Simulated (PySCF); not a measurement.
Stepwise substitution at one centre (C F-SH). All species are isolated molecules in the gas phase. One relaxed conformer stands for each flexible species; it need not be the lowest. Strings in code marks are SMILES.

All values below come from TPSSh-D3(BJ)/def2-TZVP // CAM-B3LYP-D3(BJ)/def2-TZVP (PySCF). All candidates: neutral, multiplicity 1. Delta-SCF ions had no search for a lower state. Excitations are Tamm–Dancoff values on a coarser integration grid. The basis has no diffuse functions, so Rydberg states are missing or too high.

```
Quantity                                   Value
--------------------------------------  --------
S1 excitation (TDA)                      4.71 eV
HOMO                                    -6.76 eV
vertical ionisation energy (Delta-SCF)   9.25 eV
```

Q: Say which member has these values.
A. `FC(F)(F)F`
B. `FC(F)(S)S` (S–C–S–H torsion -65°, S–C–S–H torsion 65°)
C. `FC(S)(S)S`
D. `FC(F)(F)S`

A: C, `FC(S)(S)S`. The others give `FC(F)(S)S` (S–C–S–H torsion -65°, S–C–S–H torsion 65°): 4.81 eV, -6.76 eV, 9.44 eV; `FC(F)(F)F`: 13.12 eV, -11.37 eV, 14.97 eV; `FC(F)(F)S`: 5.93 eV, -7.52 eV, 10.74 eV
